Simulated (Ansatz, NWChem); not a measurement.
# How basis sets differ on Si2H5 (SMILES [SiH2][SiH3])

The species is Si2H5 (7 atoms), meant as a doublet with charge 0. As SMILES, `[SiH2][SiH3]`. Geometry: relaxed at PBE0-D4/def2-TZVP.

| atom | x (Å) | y (Å) | z (Å) |
| --- | --- | --- | --- |
| Si | -0.2096 | -1.3612 | -0.1911 |
| Si | 0.3579 | 0.8892 | -0.0620 |
| H | -0.0026 | -2.1239 | 1.0703 |
| H | -1.5736 | -1.6246 | -0.7256 |
| H | 0.2100 | 1.5028 | -1.4080 |
| H | -0.4958 | 1.6431 | 0.8986 |
| H | 1.7749 | 1.0068 | 0.3722 |

Quantity: the vertical ionisation energy (to the singlet cation), in eV. The values are calculated.

```
         level           kind  program  value (eV)
UB3LYP/pcseg-1  global hybrid   NWChem        8.33
UB3LYP/pcseg-2  global hybrid   NWChem        8.33
 UB3LYP/STO-3G  global hybrid   Ansatz        5.80
UB3LYP/pcseg-0  global hybrid   NWChem        8.60
```

The values span 5.80 to 8.60 eV.
